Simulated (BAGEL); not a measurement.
# C2H6Si (SiMe2): RI-MP2/6-311+G(d,p) (density fitting with qzvpp-jkfit)

What is the energy change on altering one bond length of C2H6Si (SiMe2) at RI-MP2/6-311+G** (density fitting with qzvpp-jkfit)? 

Program for the calculation: BAGEL 1.2.2.

2 further runs of the same task are left out: 2 set aside as unsound or not needed.

### 1 The molecule

C2H6Si: 9 atoms, total charge 0, spin state singlet. SMILES: `C[Si]C`. The shape is that of a GFN2-xTB optimisation.

Bond lengths: Si1–C2 1.926 Å, Si1–C6 1.926 Å, C2–H3 1.091 Å, C2–H4 1.091 Å, C2–H5 1.088 Å, C6–H7 1.091 Å, C6–H8 1.091 Å, C6–H9 1.088 Å. Some angles: C2–Si1–C6 98.8°, Si1–C2–H3 111.3°, Si1–C2–H4 111.6°, Si1–C2–H5 111.8°, Si1–C6–H7 111.2°, Si1–C6–H8 111.7°, Si1–C6–H9 111.7°, H3–C2–H4 107.4°, H3–C2–H5 107.2°, H4–C2–H5 107.3°.

### 2 A single-point energy at RI-MP2/6-311+G(d,p) (density fitting with qzvpp-jkfit)

mp2.json

```json
{ "bagel": [

{
  "title": "molecule",
  "basis": "6-311+gss.json",
  "df_basis": "qzvpp-jkfit",
  "angstrom": true,
  "geometry": [
    { "atom": "Si", "xyz": [      -0.001340,       0.011450,      -1.288740 ] },
    { "atom": "C", "xyz": [       1.461870,      -0.015910,      -0.036860 ] },
    { "atom": "H", "xyz": [       1.445300,      -0.920370,       0.572300 ] },
    { "atom": "H", "xyz": [       1.423980,       0.836260,       0.642740 ] },
    { "atom": "H", "xyz": [       2.425990,       0.015410,      -0.541030 ] },
    { "atom": "C", "xyz": [      -1.461920,       0.015870,      -0.033360 ] },
    { "atom": "H", "xyz": [      -1.455220,       0.919550,       0.577050 ] },
    { "atom": "H", "xyz": [      -1.412680,      -0.836710,       0.644780 ] },
    { "atom": "H", "xyz": [      -2.425970,      -0.025560,      -0.536870 ] }
  ]
},

{ "title": "hf" },

{ "title": "mp2", "ncore": 7 }

]}
```

The basis set 6-311+G** is read from a file made from the Basis Set Exchange's data (not shown).

The run is started by

```console
$ BAGEL_NUM_THREADS=1 BAGEL mp2.json > mp2.out
```

Log:

```text
* using 1 threads per process

  ===============================================================
  ===============================================================

  *** Geometry ***

  { "atom" : "Si", "xyz" : [     -0.002532,      0.021637,     -2.435366 ] },
  { "atom" : "C", "xyz" : [      2.762534,     -0.030066,     -0.069655 ] },
  { "atom" : "H", "xyz" : [      2.731221,     -1.739247,      1.081490 ] },
  { "atom" : "H", "xyz" : [      2.690932,      1.580302,      1.214603 ] },
  { "atom" : "H", "xyz" : [      4.584457,      0.029121,     -1.022399 ] },
  { "atom" : "C", "xyz" : [     -2.762628,      0.029990,     -0.063041 ] },
  { "atom" : "H", "xyz" : [     -2.749967,      1.737698,      1.090466 ] },
  { "atom" : "H", "xyz" : [     -2.669578,     -1.581153,      1.218458 ] },
  { "atom" : "H", "xyz" : [     -4.584419,     -0.048301,     -1.014537 ] },

  Number of auxiliary basis functions:      386

  Since a DF basis is specified, we compute 2- and 3-index integrals:
    o Being stored without compression. Storage requirement is 0.037 GB

  Number of basis functions:      110
  Number of electrons      :       32

    * METHOD: MOLECULE                             0.18

  *** RHF ***

  === Nuclear Repulsion ===
    96.5117842243

      * DIIS with orbital gradients will be used.

  === RHF iteration (6-311+gss.json) ===
      0       -367.82376951          0.02715564           0.05
      1       -368.06506736          0.01446099           0.06
      2       -368.13444419          0.00180750           0.06
      3       -368.13776590          0.00029340           0.05
      4       -368.13788721          0.00008587           0.06
      5       -368.13789760          0.00002095           0.06
      6       -368.13789811          0.00000550           0.05
      7       -368.13789815          0.00000103           0.05
      8       -368.13789815          0.00000029           0.05
      9       -368.13789815          0.00000006           0.06
     10       -368.13789815          0.00000002           0.06
     11       -368.13789815          0.00000001           0.05
    * SCF iteration converged.

    * Permanent dipole moment:
           (   -0.000599,     0.004569,    -0.522424) a.u.

    * METHOD: HF                                   0.82

  *** RHF ***

  === Nuclear Repulsion ===
    96.5117842243

      * DIIS with orbital gradients will be used.

  === RHF iteration (6-311+gss.json) ===
      0       -368.13789815          0.00000000           0.05
    * SCF iteration converged.

    * Permanent dipole moment:
           (   -0.000599,     0.004569,    -0.522424) a.u.

  === DF-MP2 calculation ===

    * freezing 7 orbitals
    * 3-index integral transformation done
    * assembly done

      MP2 correlation energy:   -0.3946225491      0.04

      MP2 total energy:       -368.5325206990

    * METHOD: MP2                                  0.16

  ===============================================================
```

Wall time 1.3 s (1 thread of Arm Neoverse V1, shared host); peak memory 0.12 GiB.

### 3 The distorted shape, same level

calc.json

```json
{ "bagel": [

{
  "title": "molecule",
  "basis": "6-311+gss.json",
  "df_basis": "qzvpp-jkfit",
  "angstrom": true,
  "geometry": [
    { "atom": "Si", "xyz": [       0.011916,       0.735041,      -1.776084 ] },
    { "atom": "C", "xyz": [       1.475126,       0.707681,      -0.524204 ] },
    { "atom": "H", "xyz": [       1.445300,      -0.920370,       0.572300 ] },
    { "atom": "H", "xyz": [       1.437236,       1.559851,       0.155396 ] },
    { "atom": "H", "xyz": [       2.439246,       0.739001,      -1.028374 ] },
    { "atom": "C", "xyz": [      -1.448664,       0.739461,      -0.520704 ] },
    { "atom": "H", "xyz": [      -1.441964,       1.643141,       0.089706 ] },
    { "atom": "H", "xyz": [      -1.399424,      -0.113119,       0.157436 ] },
    { "atom": "H", "xyz": [      -2.412714,       0.698031,      -1.024214 ] }
  ]
},

{ "title": "hf" },

{ "title": "mp2", "ncore": 7 }

]}
```

The basis set 6-311+G** is read from a file made from the Basis Set Exchange's data (not shown).

The run is started by

```console
$ BAGEL_NUM_THREADS=1 BAGEL calc.json > calc.out
```

Log:

```text
* using 1 threads per process

  ===============================================================
  ===============================================================

  *** Geometry ***

  { "atom" : "Si", "xyz" : [      0.022518,      1.389026,     -3.356312 ] },
  { "atom" : "C", "xyz" : [      2.787584,      1.337323,     -0.990602 ] },
  { "atom" : "H", "xyz" : [      2.731221,     -1.739247,      1.081490 ] },
  { "atom" : "H", "xyz" : [      2.715982,      2.947691,      0.293656 ] },
  { "atom" : "H", "xyz" : [      4.609507,      1.396509,     -1.943345 ] },
  { "atom" : "C", "xyz" : [     -2.737578,      1.397379,     -0.983988 ] },
  { "atom" : "H", "xyz" : [     -2.724917,      3.105086,      0.169520 ] },
  { "atom" : "H", "xyz" : [     -2.644528,     -0.213764,      0.297511 ] },
  { "atom" : "H", "xyz" : [     -4.559369,      1.319087,     -1.935484 ] },

  Number of auxiliary basis functions:      386

  Since a DF basis is specified, we compute 2- and 3-index integrals:
    o Being stored without compression. Storage requirement is 0.037 GB

  Number of basis functions:      110
  Number of electrons      :       32

    * METHOD: MOLECULE                             0.21

  *** RHF ***

  === Nuclear Repulsion ===
    94.2695278557

      * DIIS with orbital gradients will be used.

  === RHF iteration (6-311+gss.json) ===
      0       -367.64663339          0.02771338           0.05
      1       -367.88880846          0.01751569           0.06
      2       -367.99866081          0.00229186           0.06
      3       -368.00321235          0.00094817           0.05
      4       -368.00374837          0.00020370           0.05
      5       -368.00380111          0.00005353           0.05
      6       -368.00380485          0.00001444           0.05
      7       -368.00380513          0.00000547           0.06
      8       -368.00380518          0.00000214           0.06
      9       -368.00380519          0.00000100           0.06
     10       -368.00380519          0.00000046           0.05
     11       -368.00380519          0.00000017           0.06
     12       -368.00380519          0.00000007           0.05
     13       -368.00380519          0.00000003           0.05
     14       -368.00380519          0.00000001           0.05
     15       -368.00380519          0.00000001           0.05
    * SCF iteration converged.

    * Permanent dipole moment:
           (    0.150677,    -0.407722,    -0.121572) a.u.

    * METHOD: HF                                   1.04

  *** RHF ***

  === Nuclear Repulsion ===
    94.2695278557

      * DIIS with orbital gradients will be used.

  === RHF iteration (6-311+gss.json) ===
      0       -368.00380519          0.00000000           0.05
    * SCF iteration converged.

    * Permanent dipole moment:
           (    0.150677,    -0.407722,    -0.121571) a.u.

  === DF-MP2 calculation ===

    * freezing 7 orbitals
    * 3-index integral transformation done
    * assembly done

      MP2 correlation energy:   -0.4039094461      0.04

      MP2 total energy:       -368.4077146374

    * METHOD: MP2                                  0.17

  ===============================================================
```

It took 1.6 s on 1 thread of Arm Neoverse V1, shared host; peak memory 0.12 GiB.

### 4 Summary of results

At RI-MP2/6-311+G** (density fitting with qzvpp-jkfit), 7 core orbitals frozen:

```
                                                         quantity          value
                                        first shape: total energy  -368.53252 Eh
         first shape: correlation energy (7 core orbitals frozen)     -394.6 mEh
                                    distorted shape: total energy  -368.40771 Eh
     distorted shape: correlation energy (7 core orbitals frozen)     -403.9 mEh
energy change with the C2–H3 bond stretched from 1.091 to 1.963 Å       3.396 eV
```

**Reading.** One bond (distorted shape) is far stretched, which a spin-restricted single reference describes badly; perturbation theory on it can break down and give far too much correlation. With the C2–H3 bond stretched from 1.091 to 1.963 Å the energy rises by 3.40 eV (328 kJ/mol). The first shape isn't relaxed at this level, so the change isn't measured from a minimum. A restricted reference can't describe the breaking bond well at this length.
